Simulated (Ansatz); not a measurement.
We consider bcc Mo, described by PBE (PAW; Ansatz, a program for electronic structure).

Numerical settings: plane-wave cutoff 520 eV, 20×20×20 k mesh, Fermi–Dirac smearing 0.1 eV, perturbation theory, no spin polarisation, scalar-relativistic PAW data made under PBE.

The cell has the measured lattice parameters. Conventional cell: a = 3.1471 Å, b = 3.1471 Å, c = 3.1471 Å, α = 90.00°, β = 90.00°, γ = 90.00°.

Harmonic phonon frequencies (cm⁻¹; i marks an imaginary mode):

| q point | frequencies |
|---|---|
| H | 175 175 175 |
| N | … |
| P | 213 213 213 |

Some entries are withheld; supply them.


- N, frequencies: 154 194 266

No imaginary mode appears at these points.

Note: the cell isn't this level's own, so it is under some stress, which shifts stiffness and frequencies.
